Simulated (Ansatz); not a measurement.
# H2Mg: the cost of one run

Program: Ansatz 0.2.0, Gaussian basis. Level of theory: def2-QZVPP, all electrons in the functionals, frozen cores in the correlation of double hybrids and RPA. These are calculated values, not measurements.

To be run: wB97M-V, B2PLYP, at charge 0, triplet; charge 0, singlet; charge 0, quintet; charge 1, doublet; charge 1, quartet.

2 further runs of the same task are left out: 2 set aside as unsound or not needed.

### 1 The system

The geometry is a PBE0/def2-TZVP stationary point (not a proven minimum).

3 atoms, charge 0, spin multiplicity 3.

Atoms are counted from 1 here; the program's logs count them from 0.

Bond lengths: Mg1–H2 1.997 Å, Mg1–H3 1.997 Å, H2–H3 0.821 Å. Angles: H2–Mg1–H3 23.7°, Mg1–H2–H3 78.1°, Mg1–H3–H2 78.1°.

No dispersion term is added; wB97M-V holds VV10 nonlocal correlation.

The geometry shown and the zero of energy belong to the point charge 0, triplet. The yardstick, UCCSD(T), and other wave-function levels (R restricted, U unrestricted, valence and pair active spaces) come from earlier runs.

### 2 wB97M-V, charge 0, triplet

File in.yaml:

```yaml
crystal:
  periodic: [false, false, false]
  atoms:
    - {symbol: Mg, position_ang: [0.000000, 0.000000, -0.149686]}
    - {symbol: H, position_ang: [0.000000, 0.410416, 1.804730]}
    - {symbol: H, position_ang: [0.000000, -0.410416, 1.804730]}
basis:
  gaussian: {orbitals: "def2-QZVPP.json"}
magnetization: {spin_polarized: true, initial_magnetization: 2}
hamiltonian: {xc: {name: wB97M-V}}
output: {orbitals: {seedname: orbitals}}
```

On the command line:

```console
ansatz run in.yaml --threads 1 --pin off --events-out ev --progress --plain --max-ram 2393MiB
```

**Question.** How long does this run take on 1 thread of Arm Neoverse V2, shared host, and how much memory does it need?

About 14 s, with a peak of 0.29 GiB.
